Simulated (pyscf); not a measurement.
Optimised with ωB97X-D3(BJ)/def2-SVP in PySCF. MP2 and CC: frozen core, UHF for open shells. ΔMP2 is the change of the MP2 total energy from the triple- to the quadruple-zeta basis.

### Question
PBE/def2-TZVP puts the barrier of `[O]=[CH][OH]` + `[SiH4]` -> `[OH][CH2][O][SiH3]` (addition across a multiple bond or ene-type step; singlet surface; H–Si broken, C–H, O–Si formed) at 1.58 eV and the reaction energy at -0.80 eV, from the separated reactants. What do r²SCAN/def2-TZVP, ωB97M-D3(BJ)/def2-TZVP, CCSD(T)/def2-TZVPP + ΔMP2(QZVPP) give on the same structures?

### Answer
r²SCAN: ΔE‡ = 1.56 eV, ΔE = -0.98 eV; ωB97M-D3(BJ): ΔE‡ = 1.74 eV, ΔE = -1.01 eV; CCSD(T): ΔE‡ = 1.79 eV, ΔE = -1.09 eV. PBE's barrier lies among them. Its reaction energy lies over all of them, by 0.19 to 0.29 eV. On the product side the descent ends in a point that may be a rotor saddle (no frequency run), 0.09 eV over the lowest minimum found and 2.71 eV under the saddle at ωB97X-D3(BJ)/def2-TZVP. The same reactants have a lower exit, to O=CH–O–SiH₃ + H₂ (barrier +1.31 eV at ωB97M-D3(BJ)/def2-TZVP, against +1.74 eV here). One saddle was located; it need not be the lowest between these sides. The CCSD(T) − MP2 part came from Ansatz, without density fitting, on the same reference.
